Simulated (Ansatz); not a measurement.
The first iterations of a band of C₃H₆OS (11 atoms, charge 0, multiplicity 1).

Level of theory: Ansatz 0.2.0, RKS PBE/6-31G*.

```json
{
  "movable images": "5",
  "climbing image": "yes",
  "spring": "5.0 eV/Å²",
  "optimiser": "quadratic models (default)",
  "start path": "through a guess of the saddle point",
  "force threshold": "0.03 eV/Å",
  "iteration limit": "60",
  "end points": "relaxed"
}
```

Image 0:

```xyz
11
Properties=species:S:1:pos:R:3
C -0.347 0.835 0.900
C 0.186 -0.445 0.270
S 1.965 -0.354 -0.260
C -0.570 -0.880 -0.980
O -1.361 -0.165 -1.576
H 0.270 1.135 1.760
H -0.359 1.654 0.163
H -1.386 0.683 1.240
H 0.192 -1.287 0.988
H 1.782 0.672 -1.136
H -0.307 -1.907 -1.347
```

Image 6:

```xyz
11
Properties=species:S:1:pos:R:3
C -0.391 0.825 0.891
C 0.102 -0.473 0.265
S 1.939 -0.542 -0.004
C -0.502 -0.769 -1.102
O -1.124 0.050 -1.759
H -0.219 1.673 0.210
H -1.478 0.765 1.074
H 0.121 1.021 1.845
H -0.077 -1.343 0.925
H 1.985 0.536 -0.834
H -0.289 -1.800 -1.490
```

| iteration | highest image above the first end (eV) | largest band force component (eV/Å) |
| --- | --- | --- |
| 1 | 2.497 | 7.858 |
| 2 | 0.425 | 2.249 |

Does the band converge within its limit, and where does its top end?

It converged. It ended after 8 iterations with the highest image 0.113 eV above the first end. A vibrational analysis at the climbing image gives one clearly imaginary mode, 204i cm⁻¹: a first-order saddle point.

Time of the run: 2.7 min on 1 thread of Arm Neoverse V1, with other jobs on the host, peak memory 0.18 GiB.
